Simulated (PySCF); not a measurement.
formyl cation: 4 charge schemes on one density

Compound: formyl cation, CHO (charge +1).
Cartesian coordinates in Å at the PBE0-D3(BJ)/def2-SVP level; atoms count from 1:
```xyz
3
CHO angstrom
C      0.010   -0.002   -0.008
O      1.114   -0.013   -0.022
H     -1.101    0.010    0.005
```

Density: PBE0/pcSseg-1 (PySCF); schemes: Mulliken, IAO, Hirshfeld and ESP-fitted. Geometry: PBE0-D3(BJ)/def2-SVP; no solvent, vibrations or thermal averaging.

Task: For which atoms does the sign change between the 4 schemes (beyond +0.03 e in one, beyond −0.03 e in another)?

Result: For none.

Task: At which atom do the 4 schemes differ most?

Result: At O2: from +0.069 (Mulliken) to +0.171 e (Hirshfeld), 0.102 e apart.

Task: Which atoms carry the lowest charge in the Mulliken, IAO, Hirshfeld and ESP-fitted schemes?

Result: All schemes agree: Mulliken O2 (+0.069); IAO O2 (+0.071); Hirshfeld O2 (+0.171); ESP-fitted O2 (+0.089).

Task: What partial charge does each atom carry?

Result: In e:

| atom | environment | Mulliken | IAO | Hirshfeld | ESP-fitted |
| --- | --- | --- | --- | --- | --- |
| C1 | triply bonded carbon | +0.569 | +0.581 | +0.549 | +0.567 |
| O2 | oxygen bonded to C | +0.069 | +0.071 | +0.171 | +0.089 |
| H3 | hydrogen on C1 | +0.361 | +0.348 | +0.279 | +0.344 |

Mean size of the charges over all atoms: IAO 0.333 e, Hirshfeld 0.333 e, ESP-fitted 0.333 e, Mulliken 0.333 e. Each set sums to the total charge, 1, to within 0.001 e. The Hirshfeld scheme weights the molecular density at each point by an atom's share of the summed free-atom densities.

Task: How many electrons does the Hirshfeld scheme count on C1?

Result: Z − q = 6 − (+0.549) = 5.451.
